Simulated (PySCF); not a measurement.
Work out the structure from these simulated measurements.

Formula: C6H10.

| Property | Result |
| --- | --- |
| Couplings | largest of the computed one-bond spin–spin couplings (means over like bonds): 13C–1H +167.1, 13C–1H +166.7, 13C–1H +161.5, 13C–1H +159.4, 13C–1H +133.4 (×3), 13C–1H +133.3 (×3), 13C–13C +77.8, 13C–13C +77.1 Hz [B3LYP/pcJ-1, spin–dipole term left out] |
| Triplet | lowest triplet excitation (Tamm–Dancoff): 3.19 eV [TDA wB97X-D/def2-SVPD] |
| Valence photoelectron | vertical ionisation energy: 8.27 eV [ΔSCF wB97X-D/def2-SVPD] |
| 13C NMR | chemical shifts (computed TMS as zero) by class: 148.3 (1 C), 136.4 (1 C), 126.3 (1 C), 118.0 (1 C), 25.6 (1 C), 17.1 (1 C) ppm [GIAO KT2/pcSseg-2] |
| Dipole | 0.74 D [wB97X-D/def2-SVPD] |
| UV, first state | lowest singlet excitation: 5.61 eV (221 nm, f = 0.644) [TDDFT wB97X-D/def2-SVPD] |
| Polarisability | 79.5 au [wB97X-D/def2-SVPD] |
| Rotational structure | rotational constants A, B, C: 6.657, 2.386, 1.796 GHz [PBE0-D3(BJ)/def2-SVP] |
| 1H NMR | chemical shifts (computed TMS as zero) by class: 6.10 (1 H), 5.56 (1 H), 4.90 (1 H), 4.88 (1 H), 2.17 (3 H), 2.08 (3 H) ppm [GIAO KT2/pcSseg-2] |

The electronic properties come from PySCF, for the isolated species, density fitting. Levels stand in brackets. The structure is a single PBE0-D3(BJ)/def2-SVP conformer in the gas phase; no vibrational or solvent corrections. NMR values are class means; diastereotopic atoms form classes of their own.

Question: Give a SMILES that accounts for the data.

Answer: Numbering: `[CH2:1]=[C:2]([CH3:3])/[CH:4]=[CH:5]\[CH3:6]`. Its formula, C6H10, gives 2 degrees of unsaturation: 0 rings and 2 π bonds in the structure found. 6 carbons fall into 6 classes; from least to most shielded: fully substituted alkene carbon [C2] (148.3 ppm), alkene CH carbon [C4] (136.4 ppm), alkene CH carbon [C5] (126.3 ppm), terminal =CH2 carbon [C1] (118.0 ppm), allylic carbon [C3] (25.6 ppm), allylic carbon [C6] (17.1 ppm). Hydrogen classes from least to most shielded: 1 H on an alkene CH carbon, C4 (6.10 ppm), 1 H on an alkene CH carbon, C5 (5.56 ppm), 1 H on a terminal =CH2 carbon, C1 (4.90 ppm), 1 H on a terminal =CH2 carbon, C1 (4.88 ppm), 3 H on an allylic carbon, C3 (2.17 ppm), 3 H on an allylic carbon, C6 (2.08 ppm, a mean of values up to 0.9 ppm apart in this geometry). The couplings run between: +167.1 Hz, terminal =CH2 carbon [C1] and its hydrogen; +166.7 Hz, terminal =CH2 carbon [C1] and its hydrogen; +161.5 Hz, alkene CH carbon [C5] and its hydrogen; +159.4 Hz, alkene CH carbon [C4] and its hydrogen; +133.4 Hz, allylic carbon [C3] and its hydrogen (with 2 like pairs); +133.3 Hz, allylic carbon [C6] and its hydrogen (with 2 like pairs); +77.8 Hz, alkene CH carbon [C4] and alkene CH carbon [C5]; +77.1 Hz, terminal =CH2 carbon [C1] and fully substituted alkene carbon [C2]. The first electron is taken from the HOMO, whose largest Löwdin shares are 0.25 on the terminal =CH2 carbon, 0.22 on an alkene CH carbon, 0.18 on an alkene CH carbon and 0.17 on the fully substituted alkene carbon. By its constants the optimised geometry is an asymmetric top. Structure: `C=C(/C=C\C)C`. Computed isomers that give other values at the same levels: `CC[C@@H]1[C@H]2C[C@@H]12` (rotational constant A: 11.017 GHz; this holds for the one conformer computed); `C/C=C\C=C/C` (rotational constant A: 11.692 GHz; this holds for the one conformer computed); `C=C1CCCC1` (smallest rotational constant: 2.355 GHz; this holds for the one conformer computed). The assignments are read from this structure; whether some other isomer fits the data as well wasn't checked.

The values belong to the conformer `[CH2:1]=[C:2]([CH3:3])/[CH:4]=[CH:5]\[CH3:6]`: C1–C2–C4–C5 179°.
